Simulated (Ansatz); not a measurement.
Saddle point of CH₇ClSi, singlet (SiH₃Cl ([SiH3][Cl]) + CH₄ → CH₅ClSi ([CH3][SiH2][Cl]) + H₂; bonds formed: Si1–C7, H2–H6; bonds broken: Si1–H2, H6–C7), PBE0-D4/def2-TZVP structure:

Si1  (-0.917, 0.409, -0.075)
H2  (-1.111, -1.011, -0.898)
H3  (-1.144, 1.117, -1.348)
H4  (-1.874, -0.101, 0.924)
Cl5  (-0.286, 2.135, 1.054)
H6  (0.011, -0.874, -0.464)
C7  (1.070, -0.398, 0.130)
H8  (1.610, 0.438, -0.309)
H9  (1.519, -1.333, -0.231)
H10  (1.123, -0.383, 1.216)
(Å)

Energies are electronic, without zero-point energy. Barriers and step energies count from the start structure reached by relaxing down the imaginary mode; all methods use the PBE0-D4 structures, on which another method's saddle can fall below an end. Program: Ansatz 0.2.0. Basis: def2-TZVPP, with def2-QZVPP for the basis limit. Cores are frozen in the correlated methods. B3LYP uses VWN-RPA correlation. Extrapolation: Hartree–Fock as exp(−7.88 √X), correlation as X^−2.97.

```
      method  barrier (kJ/mol)  step energy (kJ/mol)
       SPW92                 ?                  13.8
      PBE-D4             255.4                  16.2
     BLYP-D4             284.2                  19.6
   r2SCAN-D4             270.6                  17.0
      B97M-V             282.6                  21.9
     PBE0-D4             272.7                  18.6
    B3LYP-D4             296.0                  22.0
  r2SCAN0-D4             282.3                  18.8
    BHLYP-D4             317.8                  25.6
CAM-B3LYP-D4             302.8                  24.0
     wB97X-V                 ?                  20.7
     wB97M-V             291.5                  18.2
      B2PLYP                 ?                  23.7
    PBE-QIDH             290.1                  19.2
  RPA on PBE             308.0                  23.7
          HF             382.0                  39.0
         MP2             298.3                  16.0
        CCSD             316.3                  24.5
     CCSD(T)             304.3                  21.1
```

Q: Fill in the withheld barriers. (To be estimated.)

A: Computed: wB97X-V 298.2; SPW92 216.6; B2PLYP 305.6 kJ/mol. Each is the energy of the saddle less that of the start structure, by the same method.

For comparison, the barrier by CCSD(T) at an estimated basis limit (MP2 extrapolated from triple and quadruple zeta, plus CCSD(T) − MP2 in triple zeta) is 298.7 kJ/mol.

T1 diagnostic: at most 0.011. The start structure is not quite a true minimum (one mode of 30i cm⁻¹).

Labels in which every atom is bracketed show which atoms are joined, not bond orders.

For scale, one of the runs: CCSD(T)/def2-TZVPP, 213 basis functions, launched by `ansatz run in.yaml --threads 4 --pin off --events-out ev --progress --plain --max-ram 9574MiB`. Hardware: 4 CPU threads of an Arm Neoverse V1, shared host. Wall time 45 s; peak host memory 2.9 GiB.
